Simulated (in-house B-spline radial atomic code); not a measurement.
Xe. Computed with a B-spline radial atomic code. Model: non-relativistic spherical atom: semilocal Troullier-Martins pseudo-atom, one channel per l, against all electrons, high spin, G0W0 and RPA with empty states to l = 8, local potential for every l without a channel, a model core (radius 0 = none) keeps its share of the functional.

Without relativity these are model numbers for so heavy an element.

What the tables leave out is listed at the end.

The pseudopotential gives back the lowest level of each angular momentum of its own functional in the configuration it was made in; a second state of the same l is only approximately right. Exact exchange, RPA and GW see the smooth pseudo-orbitals and miss the exchange with the core, for which the functional's share stands in. The column with an uncorrelated core keeps all orbitals and exact exchange, and so separates missing core correlation from pseudisation. Only the three outermost levels and the lowest empty one were computed. RPA here is direct RPA, with no exchange kernel, and its energies carry an (l + 1/2)⁻⁴ tail. A hybrid on a potential with a model core restores only its own semilocal share of the core's exchange.

Command:
```bash
python run_psgw.py task.json out
```
Settings (lengths in bohr, energies in hartree):
```
Z                      54
electrons              54
configuration          [Kr] 4d10 5s2 5p6
generated_in           [Kr] 4d10 5s2 5p6
functional             pbe,pbe
core_shells            7
radius_factor          1.15
core_correction        False
```

Time taken, with all properties: 39 s on 1 thread of Arm Neoverse N1, with other jobs on the host.

Given: made with PBE; model core radius 0 bohr; local radius 0.984 bohr; mean-field start PBE.

Valence shells of the generating configuration: 4p, 4d, 5s, 5p.

Channel: s 1.961, p 0.811, d 0.864 (radii in bohr).

Computed: largest level miss in the spin-unpolarised generating configuration 0.155 eV; valence RPA correlation energy all-electron orbitals -1.5491 hartree; valence RPA correlation energy pseudo -1.6984 hartree; pseudo-atom RPA polarisability 24.48 bohr³.

```tsv
level	occupied	mean-field all-electron (eV)	mean-field pseudo minus all (eV)	G0W0 all-electron (eV)	G0W0 uncorrelated core minus all (eV)	G0W0 pseudo minus all (eV)	exchange self-energy all-electron (eV)	exchange self-energy pseudo (eV)
5p	1	-8.2896	-0.155	-12.38	0.021	-0.045	-18.558	-17.267
```

Q: What is the all-electron RPA polarisability, core included?

A: 25.233 bohr³.

Given: mean-field start PBE0.

Computed: valence RPA correlation energy all-electron orbitals -1.4778 hartree; valence RPA correlation energy pseudo -1.6331 hartree; pseudo-atom RPA polarisability 21.904 bohr³.

```json
{"level": "5p", "occupied": "1", "mean-field all-electron (eV)": "-9.5731", "mean-field pseudo minus all (eV)": "-0.074", "G0W0 all-electron (eV)": "-12.614", "G0W0 uncorrelated core minus all (eV)": "0.022", "G0W0 pseudo minus all (eV)": "-0.009", "exchange self-energy all-electron (eV)": "-18.558", "exchange self-energy pseudo (eV)": "-17.22"}
```

Q: What is the all-electron RPA polarisability, core included?

A: 22.112 bohr³.

Given: mean-field start Hartree-Fock.

Computed: valence RPA correlation energy pseudo -1.47 hartree; all-electron RPA polarisability, core included 17.423 bohr³; pseudo-atom RPA polarisability 18.311 bohr³.

```json
{"level": "5p", "occupied": "1", "mean-field all-electron (eV)": "-12.444", "mean-field pseudo minus all (eV)": "0.274", "G0W0 all-electron (eV)": "-13.057", "G0W0 uncorrelated core minus all (eV)": "0.023", "G0W0 pseudo minus all (eV)": "0.109", "exchange self-energy all-electron (eV)": "-18.333", "exchange self-energy pseudo (eV)": "-16.875"}
```

Q: What is the valence RPA correlation energy all-electron orbitals?

A: -1.305 hartree.

Among the listed levels the largest G0W0 shift of the pseudo-atom is +0.11 eV, for 5p on the Hartree-Fock start, while leaving the core uncorrelated moves that level by +0.02 eV. The rest, +0.09 eV, comes from pseudisation and the lost core exchange. Not in the tables (levels of low weight, unsolved or above zero; the highest and the empty levels are kept at any weight): on PBE the G0W0 levels 5s (pseudo minus all -0.48 eV, weights 0.12 and 0.15), 4d (pseudo minus all +0.71 eV, weights 0.51 and 0.49); on PBE0 the G0W0 levels 5s (pseudo minus all -1.99 eV, weights 0.14 and 0.25), 4d (pseudo minus all +1.23 eV, weights 0.69 and 0.61); on Hartree-Fock the G0W0 levels 5s (pseudo minus all -1.65 eV, weights 0.67 and 0.85), 4d (pseudo minus all +1.22 eV, weights 0.06 and 0.73).
